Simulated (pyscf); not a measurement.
## Routes from `[S]=[Mo](=[S])([Cl])[Cl]` + `[NH3]`

Candidate steps break at most two bonds and form at most two. Each was searched with GFN2-xTB (tblite) first. Single points on ωB97X-D3(BJ)/def2-SVP structures (PySCF, gas phase). Energies: ωB97M-D3(BJ)/def2-TZVP, kJ/mol, from the separated reactants, singlet surface; ΔG‡ with ideal gas, 1 atm, RRHO with modes under 100 cm⁻¹ raised to 100, one conformer, R ln 2 for chiral ones without a mode under 150 cm⁻¹.

| products | type | ΔE‡ | ΔE | ΔG‡ 298 K | ΔG‡ 900 K | ν‡ (cm⁻¹) |
|---|---|---|---|---|---|---|
| H₂N–Mo(=S)(=S)–Cl + HCl | four-centre exchange | 82.1 | +38.5 | 116.3 | 204.5 | 501i |
| H₂N–Mo(=S)(SH)(Cl)–Cl | addition across a multiple bond or ene-type step | 140.1 | +39.8 | 176.9 | 269.5 | 1283i |

Row 1: On the reactant side the descent ends in an adduct with a Mo–N contact, 77.3 kJ/mol under the separated species and 157.6 kJ/mol under the saddle at ωB97X-D3(BJ)/def2-TZVP. On the product side the descent ends in a complex, 20.4 kJ/mol under the separated species and 52.1 kJ/mol under the saddle at ωB97X-D3(BJ)/def2-TZVP. Row 2: On the reactant side the descent ends in an adduct with a Mo–N contact, 77.3 kJ/mol under the separated species and 205.7 kJ/mol under the saddle at ωB97X-D3(BJ)/def2-TZVP. On the product side the descent ends in a point that may be a rotor saddle (no frequency run), 19.1 kJ/mol over the lowest minimum found and 83.9 kJ/mol under the saddle at ωB97X-D3(BJ)/def2-TZVP. 

Plain bond fissions and candidates not yet searched are not listed, and one of them may be faster. Each barrier is that of the saddle found; lower ones may exist. Elements past Kr carry the def2 core potentials, without spin-orbit coupling.
